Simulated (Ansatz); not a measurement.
The input, for Ansatz 0.2.0:

```yaml
crystal:
  periodic: [false, false, false]
  atoms:
    - {symbol: Si, position_ang: [0.000000, 0.000000, 1.552769]}
    - {symbol: B, position_ang: [0.000000, 0.000000, -3.208037]}
    - {symbol: H, position_ang: [0.000000, -2.570454, -4.428938]}
    - {symbol: H, position_ang: [0.000000, 2.570454, -4.428938]}
basis:
  gaussian: {orbitals: 6-31G}
magnetization: {spin_polarized: false, initial_magnetization: 3}
correlation: {active_space: {window: {electrons: 5, orbitals: 4}, fixed_orbitals: true, states: [{multiplicity: 4, weights: [1, 1, 0.5, 1]}]}}
scf: {lower_state_search: off}
```

```sh
$ ansatz run in.yaml --threads 1 --pin off --events-out ev --progress --plain --max-ram 2393MiB
```

Log:

```
these checks for a lower state are left out or cut short: stability, starts, cluster_reference, orbital_swaps, neighbouring_geometries, increment
528 factors; integrals over basis functions are off by at most 1.0e-7 eV
mean field evaluation 1: about -8549.1289 eV, gradient 1.0e1 eV
mean field evaluation 2: about -8549.1296 eV, gradient 1.0e1 eV
mean field evaluation 4: about -8550.6283 eV, gradient 1.0e0 eV
mean field evaluation 8: about -8550.6547 eV, gradient 2.6e-2 eV
mean field evaluation 16: about -8550.6548 eV, gradient 3.4e-5 eV
mean field -8551.77324679 eV, -314.2718702194 hartree, gradient 2.9e-6 eV, S^2 3.750000; 0 other end points of the search recorded, 0 dependent functions left out
reference -8551.77324679 eV, -314.2718702194 hartree; 12, 9 occupied and 14, 17 virtual orbitals, 528 factors
state -8551.77324679 eV, -314.2718702194 hartree
state -8545.47255992 eV, -314.0403242476 hartree
state -8545.31980384 eV, -314.0347105655 hartree
state -8545.17306251 eV, -314.0293179210 hartree
Total energy: -8547.16536318 eV, -314.1025336202 hartree
Checks for a lower state left out: stability, starts, cluster_reference, orbital_swaps, neighbouring_geometries, increment
```

Natural occupations, averaged over the states: 1.2857 1.2857 1.2857 1.1429.

The total printed last is the weighted mean of the 4 states, 4.608 eV above the lowest of them, and is no single state's energy.

Ran on 1 thread of Arm Neoverse V2, shared host: 0.18 s wall, 0.15 GiB peak host memory.
